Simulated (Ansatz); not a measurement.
Process, species as SMILES: [C-]#[NH+] (C-NH) + 3 [H][H] (H2) → C (CH4) + N (NH3)
B3LYP-D3(BJ)/def2-TZVP geometries, fixed; electronic energies without zero-point terms.
Largest species:
```
C
H 1 1.0892
H 1 1.0892 2 109.47
H 1 1.0892 2 109.47 3 120.00
H 1 1.0892 2 109.47 3 -120.00
```

Basis-set convergence of the energy of full hydrogenation at MP2 with Ansatz (a first-principles code). All functions are spherical. Cores are frozen. No added dispersion term, no relativity. Functions are those of the species that has most. Reference: Hartree-Fock in aug-cc-pVQZ plus the correlation part extrapolated as X^-3 from aug-cc-pVTZ and aug-cc-pVQZ, -93.49 kcal/mol, itself unsure by roughly 0.21 kcal/mol (a third of the extrapolation step and of the last Hartree-Fock step). Deviations are taken from unrounded values.

| basis | functions | energy of full hydrogenation (kcal/mol) | minus reference (kcal/mol) |
|---|---|---|---|
| cc-pVDZ | 34 | -87.32 | 6.18 |
| pcseg-1 | 34 | -86.74 | 6.76 |
| 6-311G** | 42 | -86.33 | 7.16 |
| def2-SVPD | 52 | -97.09 | -3.59 |
| def2-TZVPD | 83 | -88.59 | 4.90 |
| pcseg-2 | 86 | -93.41 | 0.08 |
| aug-cc-pVTZ | 138 | -93.49 | 0.01 |
| cc-pVQZ | 175 | -92.67 | 0.83 |
| aug-cc-pVQZ | 264 | -93.31 | 0.19 |
